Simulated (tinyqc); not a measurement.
RHF in the sto-3g basis, for H2F+, spin multiplicity 1, step by step. One step of it, computed by the program tinyqc.

Task: Iteration 2: diagonalisation and new density. A level shift of 0.2 hartree raises the virtual space: F + shift (S - S D(s) S), with D(s) the density of one spin (D/2). Diagonalise F' = X^T F X, C = X C', fill 5 alpha and 5 beta electrons from the bottom; D = 2 C_occ C_occ^T; the new density keeps 0.7 of the old one (damping). Each column has its largest component positive (the first on a tie).

extrapolated F (hartree), lower triangle:
```
,1F 1s,1F 2s,1F 2px,1F 2py,1F 2pz,2H 1s,3H 1s
1F 1s,-27.333997
1F 2s,-6.861288,-3.676978
1F 2px,0.000000,0.000000,-1.249695
1F 2py,0.000000,0.000000,0.000000,-1.379732
1F 2pz,-0.014648,-0.081322,0.000000,0.000000,-1.270905
2H 1s,-1.216879,-1.160892,0.000000,-0.503503,-0.287929,-0.796411
3H 1s,-1.216879,-1.160892,0.000000,0.503503,-0.287929,-0.345080,-0.796411
```

X, lower triangle:
```
,1F 1s,1F 2s,1F 2px,1F 2py,1F 2pz,2H 1s,3H 1s
1F 1s,1.023909
1F 2s,-0.138055,1.167130
1F 2px,0.000000,0.000000,1.000000
1F 2py,0.000000,0.000000,0.000000,1.083973
1F 2pz,-0.005418,0.053853,0.000000,0.000000,1.020007
2H 1s,0.018792,-0.228613,0.000000,-0.189159,-0.085250,1.131445
3H 1s,0.018792,-0.228613,0.000000,0.189159,-0.085250,-0.070879,1.131445
```

D after iteration 1, lower triangle:
```
,1F 1s,1F 2s,1F 2px,1F 2py,1F 2pz,2H 1s,3H 1s
1F 1s,0.646754
1F 2s,-0.218448,1.117052
1F 2px,0.000000,0.000000,2.000000
1F 2py,0.000000,0.000000,0.000000,2.401300
1F 2pz,0.068665,-0.216257,0.000000,0.000000,1.963242
2H 1s,0.060630,-0.555483,0.000000,-0.661600,-0.228511,1.914611
3H 1s,0.060630,-0.555483,0.000000,0.661600,-0.228511,-0.218998,1.914611
```

overlap S, lower triangle:
```
,1F 1s,1F 2s,1F 2px,1F 2py,1F 2pz,2H 1s,3H 1s
1F 1s,1.000000
1F 2s,0.237990,1.000000
1F 2px,0.000000,0.000000,1.000000
1F 2py,0.000000,0.000000,0.000000,1.000000
1F 2pz,0.000000,0.000000,0.000000,0.000000,1.000000
2H 1s,0.041555,0.401361,0.000000,0.285057,0.152488,1.000000
3H 1s,0.041555,0.401361,0.000000,-0.285057,0.152488,0.178352,1.000000
```

Give: F' = X^T F X; orbital energies; coefficients C; D after iteration 2.

Result:

F' = X^T F X (hartree), lower triangle:
```
,1,2,3,4,5,6,7
1,-26.7294
2,-3.4120,-2.2217
3,0.0000,0.0000,-1.2497
4,0.0000,0.0000,0.0000,-1.2397
5,-0.0301,0.0343,0.0000,0.0000,-1.2259
6,-0.1808,-0.4165,0.0000,-0.3116,-0.1501,-0.3178
7,-0.1808,-0.4165,0.0000,0.3116,-0.1501,-0.0839,-0.3178
```

orbital energies (hartree): MO1 -27.1998, MO2 -1.9515, MO3 -1.4054, MO4 -1.2665, MO5 -1.2497, MO6 -0.1610, MO7 -0.0682

coefficients C:
```
,MO1,MO2,MO3,MO4,MO5,MO6,MO7
1F 1s,0.9960,-0.2545,0.0000,0.0270,0.0000,0.1035,0.0000
1F 2s,0.0176,0.9972,0.0000,-0.1335,0.0000,-0.6901,0.0000
1F 2px,0.0000,0.0000,0.0000,0.0000,1.0000,0.0000,0.0000
1F 2py,0.0000,0.0000,0.9204,0.0000,0.0000,0.0000,-0.6320
1F 2pz,0.0015,0.0606,0.0000,0.9727,0.0000,-0.3288,0.0000
2H 1s,-0.0031,0.0346,0.1222,0.0681,0.0000,0.7851,0.8623
3H 1s,-0.0031,0.0346,-0.1222,0.0681,0.0000,0.7851,-0.8623
```

D after iteration 2, lower triangle:
```
,1F 1s,1F 2s,1F 2px,1F 2py,1F 2pz,2H 1s,3H 1s
1F 1s,1.0872
1F 2s,-0.2969,1.3894
1F 2px,0.0000,0.0000,2.0000
1F 2py,0.0000,0.0000,0.0000,2.1892
1F 2pz,0.0555,-0.1930,0.0000,0.0000,1.9441
2H 1s,0.0364,-0.3736,0.0000,-0.3956,-0.1189,1.3527
3H 1s,0.0364,-0.3736,0.0000,0.3956,-0.1189,-0.1588,1.3527
```
